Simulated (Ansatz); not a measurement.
A made-up structure of CHOS (charge -1), closed shell:

```
atom    x (Å)    y (Å)    z (Å)
  O1  -1.0100  -0.5869   2.1896
  C2   0.6764  -0.7920  -1.1333
  S3  -0.5731   0.5543   0.9933
  H4   0.7433   0.1837  -1.5420
```

It is relaxed with PBE-D4/def2-SVPD and then PBE0-D4/def2-TZVPD (Ansatz 0.2.0). Atoms count as bonded within 1.22 times the sum of their covalent radii (H–H: 0.88 Å). The end point is not checked to be a true minimum.

(1) Does its bonding change? (Judge from chemistry; the calculation decides.)

Answers

(1) By the calculation: Yes. Formed: C2–S3; broken: none.

Where it ends: The first stage lowers the energy by 4.08 eV in 9 steps. It ends as CHOS ([CH][S][O]), total charge -1:
```xyz
4
angstrom
O -0.8200 -0.5031 1.7852
C 0.3710 -0.6018 -0.5748
S -0.3266 0.2511 0.5843
H 0.6122 0.2128 -1.2871
```

Labels in which every atom is bracketed show which atoms are joined, not bond orders.

For scale, one of the runs: PBE0-D4/def2-TZVPD relaxation, 132 basis functions, launched by `ansatz run in.yaml --threads 2 --pin off --events-out ev --progress --plain --max-ram 4352MiB`. Hardware: 2 CPU threads of an Arm Neoverse V1, shared host. Wall time about 18 s.
